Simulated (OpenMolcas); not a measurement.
# One shape, several levels: NH3S (Thiohydroxylamine)

We compute a comparison of 6 runs (B2PLYP/STO-3G, M06-2X/STO-3G, SVWN5/STO-3G, UB3LYP/STO-3G, CISD/STO-3G, CCSD(T)/STO-3G) of NH3S (Thiohydroxylamine). 

The calculation is run with OpenMolcas 26.06.

## Step 1: The system as given

NH3S: 5 atoms, total charge 0, spin state singlet. As SMILES, `NS`. The N1–H3 distance was set to 1.522 Å, away from the relaxed value. At this shape a bond of the SMILES string is far longer than usual.

Bond lengths: N1–S2 1.719 Å, N1–H4 1.015 Å, S2–H5 1.338 Å. Angles: N1–S2–H5 95.5°, S2–N1–H4 109.7°. A long bond or contact: N1–H3 1.522 Å.

## Step 2: A single-point energy at B2PLYP/STO-3G (run 1)

Contents of calc.inp:

```
* H3NS Kohn-Sham DFT

&GATEWAY
 BasLib=$CurrDir
 Coord
 5
 angstrom
 N       -0.251663      -0.110744      -0.535274
 S        0.079367       1.351026       0.306756
 H        0.015040      -1.300690       0.375430
 H       -1.224893      -0.128064      -0.822784
 H        1.026537       1.775096      -0.538434
 Basis=STO-3G
 Group=NoSym

&SEWARD
 GridInput
 Grid=UltraFine
 End of Grid

&SCF
 KSDFT=B2PLYP_SCF
 Thresholds=1e-10 1e-07 1e-07 1e-05
 PrOrbitals=1 1

&MBPT2
 Frozen=6
```

The basis set STO-3G is read from a file made from the Basis Set Exchange's data (not shown).

On the command line:

```console
export MOLCAS_MEM=1860
pymolcas calc.inp > calc.log
```

Output:

```text
--- Start Module: gateway ---
[...]
--- Stop Module: gateway /rc=_RC_ALL_IS_WELL_ ---
[...]
      Basis functions           17
[...]
--- Start Module: scf ---
[...]
       Convergence after  12 Iterations
[...]
::    Total KS-DFT energy                            -449.1772063205
[...]
      Total spin, S                                     0.0000000000
[...]
      Total electronic charge=   26.000000
      Total            charge=   -0.000000
[...]
      Dipole Moment (debye):
      Origin of the operator (angstrom)=   -0.0239    0.8570    0.0269
                   X= -6.3004E-01               Y=  7.8726E-02               Z=  3.1612E-01           Total=  7.0929E-01
      Quadrupole Moment (debye*angstrom):
[...]
--- Stop Module: scf /rc=_RC_ALL_IS_WELL_ ---
[...]
--- Start Module: mbpt2 ---
[...]
 ###    WARNING: MP2 implementation intended for RHF references only         ###
 ###############################################################################
MBPT2 WARNING: Reference function according to RunFile:KS-DFT
I'll assume you know what you're doing and continue
WARNING!
Default frozen orbitals as non valence orbitals is overwritten by user input.
Default values:   6
[...]
       Reference weight ( Cref**2 )         =        0.91390
::    Total MBPT2 energy                             -449.3052084127
[...]
      Total MBPT2 calculations                           0.04      0.04
--- Stop Module: mbpt2 /rc=_RC_ALL_IS_WELL_ ---
[...]
```

Run time: 6.3 s. Hardware: 1 thread of Intel Xeon Platinum 8259CL at 2.50GHz (Skylake/Cascade Lake), shared host; peak memory 0.37 GiB.

## Step 3: A single-point energy at M06-2X/STO-3G (run 2)

Contents of calc.input:

```
>>> EXPORT MOLCAS_PRINT=2

&gateway
 baslib=$CurrDir
 coord
 5
 angstrom
 N       -0.251663      -0.110744      -0.535274
 S        0.079367       1.351026       0.306756
 H        0.015040      -1.300690       0.375430
 H       -1.224893      -0.128064      -0.822784
 H        1.026537       1.775096      -0.538434
 basis=STO-3G
 group=NoSym

&seward
 gridinput
 Grid=UltraFine
 End of Grid

&scf
 ksdft=M062X
 thresholds=1e-10 1e-07 1e-07 1e-05
 prorbitals=1 1
```

The basis set STO-3G is read from a file made from the Basis Set Exchange's data (not shown).

On the command line:

```console
export MOLCAS_MEM=1860
pymolcas calc.input > calc.log
```

Output:

```text
--- Start Module: gateway ---
[...]
--- Stop Module: gateway /rc=_RC_ALL_IS_WELL_ ---
--- Start Module: seward ---
[...]
      Basis functions           17
--- Stop Module: seward /rc=_RC_ALL_IS_WELL_ ---
--- Start Module: scf ---
[...]
       Convergence after  11 Iterations
[...]
::    Total KS-DFT energy                            -449.4694422814
[...]
      Total spin, S                                     0.0000000000
[...]
      Total electronic charge=   26.000000
      Total            charge=   -0.000000
[...]
      Dipole Moment (debye):
      Origin of the operator (angstrom)=   -0.0239    0.8570    0.0269
                   X= -6.3381E-01               Y=  2.8815E-02               Z=  3.2798E-01           Total=  7.1423E-01
      Quadrupole Moment (debye*angstrom):
[...]
--- Stop Module: scf /rc=_RC_ALL_IS_WELL_ ---
[...]
```

Run time: 7.2 s. Hardware: 1 thread of Intel Xeon Platinum 8259CL at 2.50GHz (Skylake/Cascade Lake), shared host; peak memory 0.37 GiB.

Runs 3 to 4 aren't shown in full; the table further down has their settings and results.

## Step 4: A single-point energy at CISD/STO-3G (run 5)

Contents of calc.inp:

```
* H3NS CISD

&GATEWAY
  BasLib
  $CurrDir
  Coord
  5
  angstrom
  N       -0.251663      -0.110744      -0.535274
  S        0.079367       1.351026       0.306756
  H        0.015040      -1.300690       0.375430
  H       -1.224893      -0.128064      -0.822784
  H        1.026537       1.775096      -0.538434
  Basis
  STO-3G
  Group
  NoSym

&SEWARD

&SCF
  Thresholds
  1e-10 1e-07 1e-07 1e-05
  PrOrbitals
  1 1

&MOTRA
  Frozen
  6

&GUGA
  Electrons
  14
  Spin
  1
  Inactive
  7
  Active
  0
  CIAll
  1

&CPF
  SDCI
```

The basis set STO-3G is read from a file made from the Basis Set Exchange's data (not shown).

On the command line:

```console
export MOLCAS_MEM=1860
pymolcas calc.inp > calc.log
```

Output:

```text
--- Start Module: gateway ---
[...]
--- Stop Module: gateway /rc=_RC_ALL_IS_WELL_ ---
[...]
      Basis functions           17
[...]
       Convergence after  11 Iterations
[...]
::    Total SCF energy                               -448.5018858793
[...]
      Total spin, S                                     0.0000000000
[...]
      *** WARNING: Default frozen orbitals is overwritten by user input.
      *** Default values:   6
[...]
--- Start Module: guga ---
[...]
--- Stop Module: guga /rc=_RC_ALL_IS_WELL_ ---
--- Start Module: cpf ---
[...]
      Active orbitals                            0       0
[...]
      Spin quantum number                      0.0
[...]
     FINAL CI ENERGY          -448.62923765
     FINAL CORRELATION ENERGY   -0.12735177  REFERENCE ENERGY    -448.50188588
[...]
     REL. CI ENERGY           -448.62923765
[...]
      Total electronic charge=   26.000000
      Total            charge=   -0.000000
[...]
      Dipole Moment (debye):
      Origin of the operator (angstrom)=   -0.0239    0.8570    0.0269
                   X= -6.5545E-01               Y=  1.7807E-01               Z=  2.8084E-01           Total=  7.3498E-01
      Quadrupole Moment (debye*angstrom):
[...]
--- Stop Module: cpf /rc=_RC_ALL_IS_WELL_ ---
[...]
```

Wall time 3.9 s (1 thread of Intel Xeon Platinum 8259CL at 2.50GHz (Skylake/Cascade Lake), shared host); peak memory 0.37 GiB.

## Step 5: A single-point energy at CCSD(T)/STO-3G (Cholesky decomposition) (run 6)

Contents of calc.inp:

```
* H3NS CCSD(T)

&GATEWAY
 BasLib=$CurrDir
 Coord
 5
 angstrom
 N       -0.251663      -0.110744      -0.535274
 S        0.079367       1.351026       0.306756
 H        0.015040      -1.300690       0.375430
 H       -1.224893      -0.128064      -0.822784
 H        1.026537       1.775096      -0.538434
 Basis=STO-3G
 Group=NoSym

&SEWARD
 High

&SCF
 Thresholds=1e-10 1e-07 1e-07 1e-05
 PrOrbitals=1 1

&CHCC
 Frozen=6
 Threshold=1e-08
 MaxIterations=80

&CHT3
 Frozen=6
```

The basis set STO-3G is read from a file made from the Basis Set Exchange's data (not shown).

On the command line:

```console
export MOLCAS_MEM=1860
pymolcas calc.inp > calc.log
```

Output:

```text
--- Start Module: gateway ---
[...]
--- Stop Module: gateway /rc=_RC_ALL_IS_WELL_ ---
[...]
      Basis functions           17
[...]
       Convergence after  11 Iterations
[...]
::    Total SCF energy                               -448.5018858498
[...]
      Total spin, S                                     0.0000000000
[...]
      Total electronic charge=   26.000000
      Total            charge=   -0.000000
[...]
      Dipole Moment (debye):
      Origin of the operator (angstrom)=   -0.0239    0.8570    0.0269
                   X= -6.0403E-01               Y=  3.0372E-02               Z=  3.3536E-01           Total=  6.9155E-01
      Quadrupole Moment (debye*angstrom):
[...]
--- Start Module: chcc ---
[...]
--- Stop Module: chcc /rc=_RC_ALL_IS_WELL_ ---
--- Start Module: cht3 ---
[...]
--- Stop Module: cht3 /rc=_RC_ALL_IS_WELL_ ---
[...]
```

Wall time 4.2 s (1 thread of Intel Xeon Platinum 8259CL at 2.50GHz (Skylake/Cascade Lake), shared host); peak memory 0.16 GiB.

## Step 6: Overview of the runs

| run | level | frozen core orbitals | scramble | energy (Eh) | dipole moment (D) of the reference | HOMO energy (eV) | LUMO energy (eV) | wall time |
| --- | --- | --- | --- | --- | --- | --- | --- | --- |
| 1 | B2PLYP/STO-3G | 6 | – | -449.211767 | 0.71 | -5.10 | 4.89 | 6.3 s |
| 2 | M06-2X/STO-3G | – | – | -449.469442 | 0.71 | -5.11 | 4.36 | 7.2 s |
| 3 | SVWN5/STO-3G | – | – | -447.585484 | 0.66 | -1.86 | 2.05 | 5.1 s |
| 4 | UB3LYP/STO-3G | – | 0.25 | -449.470427 | 0.73 | -3.58 | 2.72 | 14 s |
| 5 | CISD/STO-3G | 6 | – | -448.629238 | 0.69 | -7.22 | 8.14 | 3.9 s |
| 6 | CCSD(T)/STO-3G (Cholesky decomposition) | 6 | – | -448.639169 | 0.69 | -7.22 | 8.14 | 4.2 s |

## Step 7: What came out

| quantity | value |
| --- | --- |
| run 6: total energy | -448.63917 Eh |
| run 6: dipole moment (mean-field density) | 0.69 D |
| run 6: HOMO energy (Hartree–Fock orbitals) | -7.22 eV |
| run 6: LUMO energy (Hartree–Fock orbitals) | 8.14 eV |
| run 6: HOMO–LUMO gap (Hartree–Fock orbitals) | 15.36 eV |
| run 6: correlation energy (6 core orbitals frozen) | -137.3 mEh |
| run 6: (T) correction | -1.17 mEh |

Over runs 1, 2, 3, 4 the dipole moment (its size) runs from 0.66 D (SVWN5/STO-3G) to 0.73 D (UB3LYP/STO-3G). Over runs 1, 2, 3, 4 the HOMO–LUMO gap runs from 3.91 eV (SVWN5/STO-3G) to 9.99 eV (B2PLYP/STO-3G). A double hybrid's value is that of its SCF part. For B2PLYP the log adds the whole second-order term; the table takes 0.27 of it, as the functional is defined. Totals of different functionals can't be ranked against each other. In runs 1, 2, 3, 4, 5, 6 the basis is minimal, so the values are rough. All runs together took 41 s, the longest 14 s.
